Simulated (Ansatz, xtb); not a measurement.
Relative energy of two isomers of C5H13N

Structure X: `CC(C)[C@H](C)N`, a singlet. Structure Y: `CC(C)(C)CN`, a singlet. Both are isolated molecules in the gas phase, relaxed with B3LYP/def2-SVP; the shapes shown needn't be the lowest conformers.

X (Å):

```yaml
atoms:
  - { symbol: C, position_ang: [-0.8976, 1.9755, -0.8875] }
  - { symbol: C, position_ang: [0.2900, 1.0232, -0.6893] }
  - { symbol: C, position_ang: [0.8062, 0.4990, -2.0353] }
  - { symbol: C, position_ang: [0.0067, -0.1187, 0.3216] }
  - { symbol: C, position_ang: [-1.0867, -1.1046, -0.1240] }
  - { symbol: N, position_ang: [-0.2342, 0.4538, 1.6512] }
  - { symbol: H, position_ang: [-1.7603, 1.4706, -1.3538] }
  - { symbol: H, position_ang: [-0.6160, 2.8122, -1.5471] }
  - { symbol: H, position_ang: [-1.2304, 2.4155, 0.0659] }
  - { symbol: H, position_ang: [1.1002, 1.6088, -0.2209] }
  - { symbol: H, position_ang: [1.1500, 1.3301, -2.6720] }
  - { symbol: H, position_ang: [1.6559, -0.1912, -1.9027] }
  - { symbol: H, position_ang: [0.0237, -0.0378, -2.5972] }
  - { symbol: H, position_ang: [0.9508, -0.6880, 0.4030] }
  - { symbol: H, position_ang: [-2.0672, -0.6067, -0.2117] }
  - { symbol: H, position_ang: [-0.8614, -1.5765, -1.0940] }
  - { symbol: H, position_ang: [-1.1940, -1.9129, 0.6182] }
  - { symbol: H, position_ang: [-1.1703, 0.8611, 1.6923] }
  - { symbol: H, position_ang: [-0.2305, -0.2870, 2.3532] }
```

Y (Å):

```xyz
19

C    -1.2035    1.6640   -0.6726
C    -0.1192    0.5735   -0.6222
C     0.6924    0.5973   -1.9287
C     0.8198    0.8310    0.5692
C    -0.7782   -0.8330   -0.4919
N    -1.6082   -1.1106    0.6690
H    -1.8112    1.6728    0.2474
H    -1.8857    1.5105   -1.5258
H    -0.7562    2.6659   -0.7782
H     1.4775   -0.1773   -1.9256
H     1.1859    1.5721   -2.0760
H     0.0466    0.4143   -2.8038
H     1.6169    0.0703    0.6217
H     1.3043    1.8178    0.4885
H     0.2730    0.8129    1.5264
H     0.0259   -1.5907   -0.5224
H    -1.3902   -1.0082   -1.3954
H    -2.4009   -0.4725    0.7248
H    -1.0841   -1.0120    1.5375
```

Energies in hartree; the thermal terms are from GFN2-xTB frequencies at re-optimised GFN2-xTB minima (ideal gas, soft modes damped towards free rotors, one conformer each, 298.15 K, 1 atm) and include the zero-point energy:

```
                              X           Y
E, CCSD(T)/def2-SVP  −252.187434  −252.189271
    E, MP2/def2-SVP  −252.079026  −252.081346
  E, MP2/def2-TZVPP  −252.557427  −252.559989
  zero-point energy     0.175141     0.174861
       H(298 K) − E     0.184307     0.184065
       G(298 K) − E     0.143667     0.143460
```

Problem. Correct the CCSD(T) difference for the basis set by the MP2 change, then work out ΔE, ΔE₀, ΔH and ΔG for X → Y in kJ/mol (1 Eh = 2625.50 kJ/mol) and the equilibrium ratio [Y]/[X].

Solution. 1. Differences Y − X: CCSD(T) −0.001837, MP2 in the small set −0.002320, MP2 in the large set −0.002562 Eh.
2. ΔE = −0.001837 + (−0.002562 − (−0.002320)) = −0.002079 Eh = −5.46 kJ/mol.
3. ΔE₀ = ΔE + ΔZPE = −0.002079 + (−0.000280) Eh = −6.19 kJ/mol.
4. ΔH = ΔE + (−0.000242) Eh = −6.09 kJ/mol.
5. ΔG = ΔE + (−0.000207) Eh = −6.00 kJ/mol, so ΔS = (ΔH − ΔG)/T = −0.3 J/(mol K).
6. kT = 0.9442 mEh, so K = [Y]/[X] = exp(−ΔG/kT) = exp(+2.42) ≈ 11.

Structure Y is favoured at this temperature. An error of 4 kJ/mol in ΔG would change K by a factor of 5. Mirror images and further conformers aren't counted.

As drawn, both hold the same kinds of bond in the same numbers.

Other levels gave ΔE = −6.0 (GFN2-xTB); −0.1 (HF/STO-3G, GFN2-xTB geometries); −6.0 (r2SCAN-D4/def2-SVP, GFN2-xTB geometries); −1.1 (B3LYP/def2-SVP); −1.4 (HF/def2-SVP); −6.1 (MP2/def2-SVP); −4.8 (CCSD(T)/def2-SVP) kJ/mol. The correlated steps freeze 6 core orbitals. Programs: Ansatz 0.2.0, xtb 6.7.1.
